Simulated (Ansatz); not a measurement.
C$_{2}$H$_{4}$F$_{2}$O$_{2}$ (`OCOC(F)F`) at its PBE0-D4/def2-TZVP geometry, where that method's forces vanish. The species carries charge 0 and has multiplicity 1.

```xyz
10

O    -1.1216    0.0149   -1.3215
C    -0.1682    0.7909   -0.6803
O    -0.0338    0.4628    0.6907
C     0.5514   -0.7413    0.9256
F     1.8946   -0.6579    0.7463
F     0.3355   -1.0437    2.2101
H    -1.9890    0.2365   -0.9693
H    -0.4177    1.8542   -0.6788
H     0.7742    0.6279   -1.2075
H     0.1747   -1.5443    0.2848
```

(1) What forces (eV/Å) does B3LYP-D4/def2-TZVPP give on these atoms in the Gaussian-basis code of Ansatz? (Estimate.)

Answers

(1) Computed: 
```
O1  -0.234 -0.153 -0.143
C2   0.256  0.389 -0.211
O3  -0.083  0.151  0.184
C4  -0.238 -0.261 -0.222
F5   0.442  0.013 -0.073
F6  -0.073 -0.127  0.413
H7  -0.061 -0.028 -0.023
H8   0.019 -0.065 -0.017
H9  -0.062  0.025  0.031
H10  0.035  0.055  0.061
```

B3LYP here is the variant with VWN-RPA as its local correlation; programs differ in this.
